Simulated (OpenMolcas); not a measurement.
# quartet Si3H7: levels of theory compared

Aim: a comparison of 6 runs (UHF/3-21G, UB3LYP/6-31G*, U-revPBE/cc-pVDZ, UBHLYP/cc-pVDZ, UPBE/cc-pVDZ, ROMP2/cc-pVDZ) of quartet Si3H7. 

Program for the calculation: OpenMolcas 26.06.

1 further run of the same task is left out (set aside as unsound or not needed).

### 1 Starting point

Si3H7: 10 atoms, total charge 0, spin state quartet. SMILES of the parent species: `[SiH3][SiH][SiH3]`. Geometry: relaxed at PBE0-D4/def2-TZVP. That shape belongs to the parent species and isn't relaxed for this state.

Bond lengths: Si1–Si2 2.324 Å, Si2–Si3 2.324 Å, Si1–H4 1.487 Å, Si1–H5 1.487 Å, Si1–H6 1.490 Å, Si2–H7 1.491 Å, Si3–H8 1.487 Å, Si3–H9 1.490 Å, Si3–H10 1.487 Å. Some angles: Si1–Si2–Si3 117.3°, Si1–Si2–H7 113.2°, Si3–Si2–H7 113.2°, Si2–Si1–H4 108.6°, Si2–Si1–H5 110.1°, Si2–Si1–H6 112.2°, Si2–Si3–H8 108.6°, Si2–Si3–H9 112.2°, Si2–Si3–H10 110.1°, H4–Si1–H5 109.1°.

### 2 The energy at UHF/3-21G (run 1)

input.xyz reads:

```xyz
10

Si    -1.326900     0.854900    -1.209200
Si     0.719400    -0.131600    -0.719600
Si     1.000400    -1.003300     1.416100
H     -2.411900    -0.065200    -0.777100
H     -1.443700     1.089800    -2.673000
H     -1.505500     2.157900    -0.508900
H      1.885800     0.672200    -1.184600
H     -0.178100    -1.849500     1.741300
H      1.115000     0.064100     2.449300
H      2.228500    -1.840300     1.468800
```

run.input reads:

```
&gateway
baslib
$CurrDir
coord
input.xyz
basis
3-21G
group
NoSym
&seward
&scf
uhf
spin
4
thresholds
1e-10 1e-07 1e-07 1e-05
prorbitals
1 2
```

The basis set 3-21G is read from a file made from the Basis Set Exchange's data (not shown).

The run is started by

```console
$ export MOLCAS_MEM=1860
$ pymolcas run.input > run.log
```

What it wrote:

```text
--- Start Module: gateway ---
[...]
--- Stop Module: gateway /rc=_RC_ALL_IS_WELL_ ---
--- Start Module: seward ---
[...]
      Basis functions           53
--- Stop Module: seward /rc=_RC_ALL_IS_WELL_ ---
--- Start Module: scf ---
[...]
       Convergence after  42 Iterations
[...]
::    Total SCF energy                               -865.9507695066
[...]
      Total spin, S                                     1.5043724507
[...]
      Total electronic charge=   49.000000
      Total            charge=   -0.000000
[...]
      Dipole Moment (debye):
      Origin of the operator (angstrom)=    0.1174   -0.0836   -0.1519
                   X=  1.7958E-01               Y=  7.7013E-02               Z= -1.0224E-01           Total=  2.2053E-01
      Quadrupole Moment (debye*angstrom):
[...]
--- Stop Module: scf /rc=_RC_ALL_IS_WELL_ ---
[...]
```

Wall time 2.9 s (1 thread of Intel Xeon 6975P-C (Granite Rapids), shared host); peak memory 0.38 GiB.

### 3 The energy at UB3LYP/6-31G(d) (Cartesian functions) (run 2)

run.input reads:

```
&GATEWAY
 BasLib=$CurrDir
 Coord
 10
 angstrom
 Si      -1.326900       0.854900      -1.209200
 Si       0.719400      -0.131600      -0.719600
 Si       1.000400      -1.003300       1.416100
 H       -2.411900      -0.065200      -0.777100
 H       -1.443700       1.089800      -2.673000
 H       -1.505500       2.157900      -0.508900
 H        1.885800       0.672200      -1.184600
 H       -0.178100      -1.849500       1.741300
 H        1.115000       0.064100       2.449300
 H        2.228500      -1.840300       1.468800
 Basis=6-31Gs
 Group=NoSym

&SEWARD
 GridInput
 Grid=UltraFine
 End of Grid

&SCF
 UHF
 Spin=4
 KSDFT=B3LYP
 Thresholds=1e-10 1e-07 1e-07 1e-05
 PrOrbitals=1 2
```

The basis set 6-31G* is read from a file made from the Basis Set Exchange's data (not shown).

The run is started by

```console
$ export MOLCAS_MEM=1860
$ pymolcas run.input > run.log
```

What it wrote:

```text
--- Start Module: gateway ---
[...]
--- Stop Module: gateway /rc=_RC_ALL_IS_WELL_ ---
--- Start Module: seward ---
[...]
      Basis functions           71
--- Stop Module: seward /rc=_RC_ALL_IS_WELL_ ---
[...]
--- Start Module: scf ---
[...]
       Convergence after  20 Iterations
[...]
::    Total KS-DFT energy                            -872.4176864567
[...]
      Total spin, S                                     1.5011632807
[...]
      Total electronic charge=   49.000000
      Total            charge=   -0.000000
[...]
      Dipole Moment (debye):
      Origin of the operator (angstrom)=    0.1174   -0.0836   -0.1519
                   X=  8.5794E-02               Y=  4.3041E-02               Z= -4.5096E-02           Total=  1.0605E-01
      Quadrupole Moment (debye*angstrom):
[...]
--- Stop Module: scf /rc=_RC_ALL_IS_WELL_ ---
[...]
```

Run time: 30 s. Hardware: 1 thread of Intel Xeon 6975P-C (Granite Rapids), shared host; peak memory 0.42 GiB.

### 4 A single-point energy at U-revPBE/cc-pVDZ (run 3)

run.inp reads:

```
&GATEWAY
BasLib=$CurrDir
Coord
10
angstrom
Si      -1.326900       0.854900      -1.209200
Si       0.719400      -0.131600      -0.719600
Si       1.000400      -1.003300       1.416100
H       -2.411900      -0.065200      -0.777100
H       -1.443700       1.089800      -2.673000
H       -1.505500       2.157900      -0.508900
H        1.885800       0.672200      -1.184600
H       -0.178100      -1.849500       1.741300
H        1.115000       0.064100       2.449300
H        2.228500      -1.840300       1.468800
Basis=cc-pVDZ
Group=NoSym
&SEWARD
GridInput
Grid=UltraFine
End of Grid
&SCF
UHF
Spin=4
KSDFT=revPBE
Thresholds=1e-10 1e-07 1e-07 1e-05
PrOrbitals=1 2
```

The basis set cc-pVDZ is read from a file made from the Basis Set Exchange's data (not shown).

The run is started by

```console
$ export MOLCAS_MEM=1860
$ pymolcas run.inp > run.log
```

What it wrote:

```text
--- Start Module: gateway ---
[...]
--- Stop Module: gateway /rc=_RC_ALL_IS_WELL_ ---
--- Start Module: seward ---
[...]
      Basis functions           89
--- Stop Module: seward /rc=_RC_ALL_IS_WELL_ ---
[...]
--- Start Module: scf ---
[...]
       Convergence after  21 Iterations
[...]
::    Total KS-DFT energy                            -872.2330395082
[...]
      Total spin, S                                     1.5014608162
[...]
      Total electronic charge=   49.000000
      Total            charge=   -0.000000
[...]
      Dipole Moment (debye):
      Origin of the operator (angstrom)=    0.1174   -0.0836   -0.1519
                   X=  6.4315E-02               Y= -2.1540E-02               Z= -7.1960E-02           Total=  9.8887E-02
      Quadrupole Moment (debye*angstrom):
[...]
--- Stop Module: scf /rc=_RC_ALL_IS_WELL_ ---
[...]
```

Wall time 50 s (1 thread of Intel Xeon 6975P-C (Granite Rapids), shared host); peak memory 0.49 GiB.

Runs 4 to 5 aren't shown in full; the table further down has their settings and results.

### 5 The energy at ROMP2/cc-pVDZ (run 6)

test.inp reads:

```
* H7Si3 ROMP2

&gateway
  baslib
  $CurrDir
  coord
  10
  angstrom
  Si      -1.326900       0.854900      -1.209200
  Si       0.719400      -0.131600      -0.719600
  Si       1.000400      -1.003300       1.416100
  H       -2.411900      -0.065200      -0.777100
  H       -1.443700       1.089800      -2.673000
  H       -1.505500       2.157900      -0.508900
  H        1.885800       0.672200      -1.184600
  H       -0.178100      -1.849500       1.741300
  H        1.115000       0.064100       2.449300
  H        2.228500      -1.840300       1.468800
  basis
  cc-pVDZ
  group
  NoSym

&seward

&scf
  uhf
  spin
  4
  thresholds
  1e-10 1e-07 1e-07 1e-05
  prorbitals
  1 2

&rasscf
  fileorb
  $Project.UnaOrb
  spin
  4
  nactel
  3 0 0
  inactive
  23
  ras2
  3
  outorbitals
  Canonical
  orblisting
  Nothing

&caspt2
  ipea
  0.0
  frozen
  15
```

The basis set cc-pVDZ is read from a file made from the Basis Set Exchange's data (not shown).

The run is started by

```console
$ export MOLCAS_MEM=1860
$ pymolcas test.inp > test.log
```

What it wrote:

```text
--- Start Module: gateway ---
[...]
--- Stop Module: gateway /rc=_RC_ALL_IS_WELL_ ---
[...]
      Basis functions           89
[...]
       Convergence after  64 Iterations
[...]
::    Total SCF energy                               -870.5956553916
[...]
      Total spin, S                                     1.5038174861
[...]
--- Start Module: rasscf ---
[...]
      Number of active orbitals                  3
[...]
      Spin quantum number                      1.5
[...]
      Active orbitals                            3
[...]
      Number of CSFs                             1
[...]
      Number of root(s) required                 1
[...]
      Convergence after 13 iterations
[...]
      printout of CI-coefficients larger than  0.05 for root  1
      energy=    -870.591395
      conf/sym  111     Coeff  Weight
             1  uuu   1.00000 1.00000
      Natural orbitals and occupation numbers for root  1
      sym 1:   1.000000   1.000000   1.000000
      ************************************************************************************************************************
      *                                                    Final results                                                     *
[...]
::    RASSCF root number  1 Total energy:   -870.59139473
[...]
      Total electronic charge=   49.000000
      Total            charge=   -0.000000
[...]
      Dipole Moment (debye):
      Origin of the operator (angstrom)=    0.1174   -0.0836   -0.1519
                   X=  4.0550E-02               Y=  4.5235E-02               Z= -4.4226E-03           Total=  6.0911E-02
      Quadrupole Moment (debye*angstrom):
[...]
--- Stop Module: rasscf /rc=_RC_ALL_IS_WELL_ ---
[...]
      E2 (Variational):          -0.3092603919
      Total energy:            -870.9006551189
[...]
      Reference weight:           0.85058
[...]
::    CASPT2 Root  1     Total energy:   -870.90065512
[...]
```

Run time: 23 s. Hardware: 1 thread of Intel Xeon 6975P-C (Granite Rapids), shared host; peak memory 0.49 GiB.

### 6 The series

```csv
run,level,Cartesian functions,integration grid,energy (Eh),dipole moment (D),HOMO energy (eV),⟨S²⟩,wall time
1,UHF/3-21G,no,–,-865.950770,0.22,-3.45,3.768,2.9 s
2,UB3LYP/6-31G* (Cartesian functions),yes,UltraFine,-872.417686,0.11,-1.97,3.755,30 s
3,U-revPBE/cc-pVDZ,no,UltraFine,-872.233040,0.10,-1.52,3.756,50 s
4,UBHLYP/cc-pVDZ,no,UltraFine,-872.386750,0.11,-2.75,3.757,52 s
5,UPBE/cc-pVDZ,no,UltraFine,-871.943812,0.11,-1.54,3.755,49 s
6,ROMP2/cc-pVDZ,no,–,-870.900655,–,–,–,23 s
```

### 7 Summary of results

```
           quantity          value
run 6: total energy  -870.90066 Eh
```

**Reading.** Over runs 1, 2, 3, 4, 5 the dipole moment (its size) runs from 0.10 D (U-revPBE/cc-pVDZ) to 0.22 D (UHF/3-21G). The two ends differ in method and basis. Totals of different functionals can't be ranked against each other. All runs together took 3.5 min, the longest 52 s.
